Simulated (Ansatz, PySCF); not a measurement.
System: C2H5Cl, charge 0, singlet. C2H5Cl (SMILES CCCl).
B3LYP-D3(BJ)/def2-TZVP minimum from Ansatz (a first-principles code):
```
C
H 1 1.0874
H 1 1.0874 2 109.04
C 1 1.5122 2 112.08 3 -124.70
H 4 1.0899 1 111.03 2 -58.14
H 4 1.0899 5 108.44 1 122.25
H 4 1.0932 5 108.41 6 117.50
Cl 1 1.8106 2 105.94 3 113.62
```
Charge 0, spin multiplicity 1.

Quantity: enthalpy of formation at 298 K (by atomisation, with ideal-gas terms from PySCF's Hessian at B3LYP-D3(BJ)/def2-TZVP and the atoms' measured values of the G2/97 table; no spin-orbit terms), in kcal/mol. Radicals and triplets start from unrestricted determinants; spin-orbit coupling is neglected. CBS(X,Y): correlation extrapolated as X^-3, Hartree-Fock from the larger set. A bracket is a step between two methods taken in the basis named. Functionals run without relativity, which enters their misses. Double hybrids freeze cores in their MP2 part. '+ core + X2C': CCSD(T) terms for core correlation (cc-pwCVTZ, 1s frozen past Ne) and scalar relativity (cc-pVTZ-DK). For partners of very few electrons the exact lower level stands in for a higher one.

Measured: -26.6 kcal/mol, -111.2 kJ/mol (Active Thermochemical Tables 1.112 (ions: stationary electron), as tabulated in the package chemicals); atomic spin-orbit terms, which the calculations lack, would raise the computed values.

Question: What does PBE/def2-TZVPD (Ansatz) give here, and how do the other levels compare?

Answer: PBE gives -35.4 kcal/mol, 8.8 kcal/mol below it. Errors of the others: B3LYP/def2-TZVPD (Ansatz) 5.3; PBE0/def2-TZVPD (Ansatz) -1.3; wB97M-V/def2-TZVPD (Ansatz) -1.2; B2PLYP/def2-TZVPD (Ansatz) 9.3; CCSD(T)/CBS(cc-pV(T+d)Z,cc-pV(Q+d)Z) + core + X2C (Ansatz) -1.7; CCSD(T)/CBS(cc-pV(T+d)Z,cc-pV(Q+d)Z) + [CCSDT(Q) - CCSD(T)]/cc-pV(D+d)Z + core + X2C (Ansatz) -2.0 kcal/mol. Nearer than PBE: B3LYP/def2-TZVPD, PBE0/def2-TZVPD, wB97M-V/def2-TZVPD, CCSD(T)/CBS(cc-pV(T+d)Z,cc-pV(Q+d)Z) + core + X2C, CCSD(T)/CBS(cc-pV(T+d)Z,cc-pV(Q+d)Z) + [CCSDT(Q) - CCSD(T)]/cc-pV(D+d)Z + core + X2C.
